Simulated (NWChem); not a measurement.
Program: NWChem. System: NO, charge 2, spin multiplicity 2, at the geometry of a parent with another charge or spin, in a state set for the comparison that need not be this species' ground state. Its SCF solution wasn't tested for a lower state. Level: UB2PLYP/def2-TZVP, 2 core orbitals frozen.

Input file:

```
start mol
memory heap 200 mb stack 900 mb global 1100 mb
charge 2
geometry units angstroms nocenter noautoz
  N      0.000000     0.000000     0.565282
  O      0.000000     0.000000    -0.494622
  symmetry group C2v
end
basis spherical
  * library def2-tzvp
end
dft
  xc hfexch 0.53 becke88 0.47 lyp 0.73 mp2 0.27
  dftmp2
  odft
  mult 2
  semidirect memsize 60000000 filesize 0
  iterations 100
end
mp2
  freeze core 2
end
task dft energy
```

Output (cleaned and shortened):

```
             Northwest Computational Chemistry Package (NWChem) 7.3.0
             --------------------------------------------------------

                                NWChem Input Module
                                -------------------

 Scaling coordinates for geometry "geometry" by  1.889725989
 (inverse scale =  0.529177249)

 Turning off AUTOSYM since
 SYMMETRY directive was detected!

                             Geometry "geometry" -> ""
                             -------------------------

 Output coordinates in angstroms (scale by  1.889725989 to convert to a.u.)

  No.       Tag          Charge          X              Y              Z
 ---- ---------------- ---------- -------------- -------------- --------------
    1 N                    7.0000     0.00000000     0.00000000     0.56528200
    2 O                    8.0000     0.00000000     0.00000000    -0.49462200

 Effective nuclear repulsion energy (a.u.)      27.9590660512

            Nuclear Dipole moment (a.u.)
            ----------------------------
        X                 Y               Z
 ---------------- ---------------- ----------------
     0.0000000000     0.0000000000    -0.0000037795

      Symmetry information
      --------------------

 Group name             C2v
 Group number             16
 Group order               4
 No. of unique centers     2

      Symmetry unique atoms

     1    2


 Summary of "ao basis" -> "" (spherical)
 ------------------------------------------------------------------------------
       Tag                 Description            Shells   Functions and Types
 ---------------- ------------------------------  ------  ---------------------
 *                         def2-tzvp                  on all atoms

  dft_input: which_mp2 not specified, using semidirect MP2 by default.

                                 NWChem DFT Module
                                 -----------------

 Summary of "ao basis" -> "ao basis" (spherical)
 ------------------------------------------------------------------------------
       Tag                 Description            Shells   Functions and Types
 ---------------- ------------------------------  ------  ---------------------
 N                         def2-tzvp                11       31   5s3p2d1f
 O                         def2-tzvp                11       31   5s3p2d1f

 Summary of "ao basis" -> "ao basis" (spherical)
 ------------------------------------------------------------------------------
       Tag                 Description            Shells   Functions and Types
 ---------------- ------------------------------  ------  ---------------------
 N                         def2-tzvp                11       31   5s3p2d1f
 O                         def2-tzvp                11       31   5s3p2d1f

      Symmetry analysis of basis
      --------------------------

        a1         28
        a2          6
        b1         14
        b2         14

            General Information
            -------------------
          SCF calculation type: DFT
          Wavefunction type:  spin polarized.
          No. of atoms     :     2
          No. of electrons :    13
           Alpha electrons :     7
            Beta electrons :     6
          Charge           :     2
          Spin multiplicity:     2
          Use of symmetry is: on ; symmetry adaption is: on
          Maximum number of iterations: 100
          AO basis - number of functions:    62
                     number of shells:    22
[...]
 overlap   1.000  1.000  0.997  0.719  0.720  0.970  0.970  0.968  0.968  0.986

   alpha     11     12     13     14     15     16     17     18     19     20
    beta     11     13     12     14     17     15     16     20     19     18
 overlap   0.995  0.997  0.997  0.971  0.962  0.998  0.998  0.999  0.999  0.999

   alpha     21     22     23     24     25     26     27     28     29     30
    beta     21     22     23     24     25     26     28     27     29     31
 overlap   0.999  0.999  0.997  0.999  0.999  0.950  0.999  0.999  0.953  0.998

   alpha     31     32     33     34     35     36     37     38     39     40
    beta     30     32     33     34     35     37     36     39     38     40
 overlap   0.998  0.998  1.000  1.000  1.000  1.000  1.000  1.000  1.000  0.997

   alpha     41     42     43     44     45     46     47     48     49     50
    beta     42     41     43     44     45     46     47     49     48     50
 overlap   0.998  0.998  1.000  1.000  0.997  0.998  0.998  1.000  1.000  0.999

   alpha     51     52     53     54     55     56     57     58     59     60
    beta     52     51     53     54     56     55     57     58     59     60
 overlap   0.999  0.999  0.999  0.999  1.000  1.000  1.000  1.000  1.000  1.000

   alpha     61     62
    beta     61     62
 overlap   1.000  1.000

     --------------------------
     Expectation value of S2:
     --------------------------
      <S2> =      0.8713 (Exact =     0.7500)

 center of mass
 --------------
 x =   0.00000000 y =   0.00000000 z =   0.00026767

 moments of inertia (a.u.)
 ------------------
          29.953238405340           0.000000000000           0.000000000000
           0.000000000000          29.953238405340           0.000000000000
           0.000000000000           0.000000000000           0.000000000000

     Multipole analysis of the density
     ---------------------------------

     L   x y z        total         alpha         beta         nuclear
     -   - - -        -----         -----         ----         -------
     0   0 0 0      2.000000     -7.000000     -6.000000     15.000000

     1   1 0 0     -0.000000     -0.000000     -0.000000      0.000000
     1   0 1 0     -0.000000     -0.000000     -0.000000      0.000000
     1   0 0 1      0.882816     -0.697519      1.580339     -0.000004

     2   2 0 0     -4.761276     -2.613559     -2.147717      0.000000
     2   1 1 0     -0.000000     -0.000000     -0.000000      0.000000
     2   1 0 1      0.000000     -0.000000      0.000000      0.000000
     2   0 2 0     -4.761276     -2.613559     -2.147717      0.000000
     2   0 1 1     -0.000000     -0.000000      0.000000      0.000000
     2   0 0 2     -1.801333    -10.048681     -6.729744     14.977092

                   NWChem MP2 Semi-direct Energy/Gradient Module
                   ---------------------------------------------

  Basis functions       =     62
  Molecular orbitals    =     62
  Frozen core           =      2
  Frozen virtuals       =      0
  Active alpha occupied =      5
  Active beta occupied  =      4
  Active alpha virtual  =     55
  Active beta virtual   =     56
  Use MO symmetry       = T
  Use skeleton AO sym   = T

  AO/Fock/Back tols     =   1.0D-09  1.0D-09  1.0D-09

 GA uses MA = F    GA memory limited = T

 Available:
  local mem=  4.43D+07
 global mem=  1.44D+08
 local disk=  0.00D+00
  mp2_memr nvloc                    55
  nvloc new                    55
   1 passes of   5:        4194304                      21586                   1831767.
   1 passes of   5: M     44323940           G      144171512           F      40129636.

 Semi-direct pass number   1 of   1  for UHF alpha       at        1.4s
  vrange nnbf                  1952
  mp2_eaftype                    10  avail_ma_in_mb                   386
 EAF : mp2_eaftype filesize          10     915884.
  mp2_eaf for mointskh                     10
Node 0 wrote      4.3 Mb in      0.0 s     Agg I/O rate:  1190.6 Mb/s
 Done moints_semi at        2.1s
  mp2_eaftype                    10  avail_ma_in_mb                   386
 EAF : mp2_eaftype filesize          10     915884.
  mp2_eaf for kh                    10
 Done maket at        2.1s
 Done multipass loop at        2.1s

 GA uses MA = F    GA memory limited = T

 Available:
  local mem=  4.43D+07
 global mem=  1.44D+08
 local disk=  0.00D+00
  mp2_memr nvloc                    56
  nvloc new                    56
   1 passes of   4:        4194304                      19037                   1493290.
   1 passes of   4: M     44323940           G      144171512           F      40129636.

 Semi-direct pass number   1 of   1  for UHF beta        at        2.1s
  vrange nnbf                  1952
  mp2_eaftype                    10  avail_ma_in_mb                   386
 EAF : mp2_eaftype filesize          10     746645.
  mp2_eaf for mointskh                     10
Node 0 wrote      3.5 Mb in      0.0 s     Agg I/O rate:   899.8 Mb/s
 Done moints_semi at        2.8s
  mp2_eaftype                    10  avail_ma_in_mb                   386
 EAF : mp2_eaftype filesize          10     746645.
  mp2_eaf for kh                    10
 Done maket at        2.8s
 Done multipass loop at        2.8s

          -------------------------------------------
          DFT energy                    -128.309928009535
          Unscaled MP2 energy             -0.481640949218
          Total DFT+MP2 energy          -128.439971065824
          -------------------------------------------

 -----------------------
 Performance information
 -----------------------

 Timer overhead =  1.37D-07 seconds/call

               Nr. of calls         CPU time (s)                 Wall time (s)                GFlops
             ---------------    -------------------     ------------------------------   -------------------
Name         Min   Avg   Max    Min     Avg     Max     Min     Avg     Max   Mx/calls   Min     Max     Sum
mp2: moin     2     2     2    1.3     1.3     1.3      1.3     1.3     1.3    0.63      0.0     0.0     0.0
mp2: make     2     2     2   7.45E-2 7.45E-2 7.45E-2  7.45E-2 7.45E-2 7.45E-2 3.73E-2   0.0     0.0     0.0
mp2: tota     1     1     1    1.4     1.4     1.4      1.4     1.4     1.4     1.4      0.0     0.0     0.0

 The average no. of pstat calls per process was 5.00D+00
 with a timing overhead of 6.87D-07s

 Task  times  cpu:        2.8s     wall:        2.8s

 Total times  cpu:        2.8s     wall:        2.8s
```
